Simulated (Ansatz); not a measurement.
C₃H₅ClO, SMILES `C/C=C(\O)Cl`, charge 0, multiplicity 1.

Q: Give a relaxed structure at PBE0-D4/def2-TZVP (Ansatz). (An estimate is asked.)

A: Computed: 
Z-matrix (Å, degrees):
```
C
C 1 1.490
H 1 1.095 2 111.1
H 1 1.094 2 110.8 3 118.8
H 1 1.090 2 111.5 3 -120.5
C 2 1.325 1 123.6 3 116.1
H 2 1.082 1 119.2 3 -63.3
Cl 6 1.736 2 121.9 1 179.3
O 6 1.348 2 124.1 1 -2.0
H 9 0.961 6 109.3 2 166.7
```
This is one stationary point; other conformers may exist.
